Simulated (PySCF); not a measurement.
P4.
SMILES with atom numbers: `[p:1]12[p:2]3[p:3]1[p:4]23`

NICS is the negative of the GIAO shielding at a point without a nucleus: at the ring centre (0) and 1 Å above and below it (1); zz is the component along the ring normal. Level: GIAO PBE0/pcSseg-1 (PySCF, non-relativistic, gas phase) on the GFN2-xTB geometry, one conformer.

Ring bond lengths (Å), with Mayer bond orders in brackets: P1–P2 2.185 (0.95), P2–P3 2.185 (0.95), P3–P1 2.184 (0.95); P1–P2 2.185 (0.95), P2–P4 2.184 (0.95), P4–P1 2.185 (0.95); P1–P3 2.184 (0.95), P3–P4 2.185 (0.95), P4–P1 2.185 (0.95).

Question: What do the NICS probes read (ppm)?

Answer: 
```tsv
ring	type	NICS(0)	NICS(1), two faces	NICS(1)zz, two faces	rms pucker (Å)	centre to ring atoms, mean (Å)
P1–P2–P3	3-membered ring with 3 P; bonds drawn aromatic by RDKit's count	-55.0	-58.4 / -18.3	-71.3 / -40.6	0.00	1.26
P1–P2–P4	3-membered ring with 3 P; bonds drawn aromatic by RDKit's count	-55.0	-58.4 / -18.3	-71.3 / -40.6	0.00	1.26
P1–P3–P4	3-membered ring with 3 P; bonds drawn aromatic by RDKit's count	-55.0	-58.4 / -18.3	-71.3 / -40.6	0.00	1.26
```

Question: What do they say, and how far can they be read as aromaticity?

Answer: 
- P1–P2–P3: mean NICS(1)zz -56.0 ppm, shielded. P4, outside the ring, lies 0.78 Å from a NICS(1) probe. The two faces differ by 30.7 ppm, so no symmetry operation interchanges them. NICS(0) lies 17 ppm below the mean NICS(1).
- P1–P2–P4: mean NICS(1)zz -56.0 ppm, shielded. P3, outside the ring, lies 0.78 Å from a NICS(1) probe. The two faces differ by 30.7 ppm, so no symmetry operation interchanges them. NICS(0) lies 17 ppm below the mean NICS(1).
- P1–P3–P4: mean NICS(1)zz -56.0 ppm, shielded. P2, outside the ring, lies 0.78 Å from a NICS(1) probe. The two faces differ by 30.7 ppm, so no symmetry operation interchanges them. NICS(0) lies 17 ppm below the mean NICS(1).

Question: What is the mean of the two in-plane components of NICS at the first NICS(1) probe listed for ring P1–P2–P4, 1 Å off the ring?

Answer: The isotropic value is a third of the trace: (3 × -58.4 − (-71.3))/2 = -51.9 ppm.

Question: List the ring angles and the Hirshfeld charges of the ring atoms.

Answer: 
- P1–P2–P3: P1 60.0° (0.000 e), P2 60.0° (0.000 e), P3 60.0° (0.000 e); sum 180.0° against 180° for a flat convex ring.
- P1–P2–P4: P1 60.0° (0.000 e), P2 60.0° (0.000 e), P4 60.0° (0.000 e); sum 180.0° against 180° for a flat convex ring.
- P1–P3–P4: P1 60.0° (0.000 e), P3 60.0° (0.000 e), P4 60.0° (0.000 e); sum 180.0° against 180° for a flat convex ring.

Question: How shielded are the nuclei of the rings and their hydrogens (means over atoms taken as equivalent)?

Answer: 
```tsv
atoms	environment	σ isotropic (ppm)
P1 (×4)	ring phosphorus	887.9
```

On one thread, Arm Neoverse V1, shared host, this took 4.7 s. This is the whole shielding run at PBE0/pcSseg-1, SCF included.
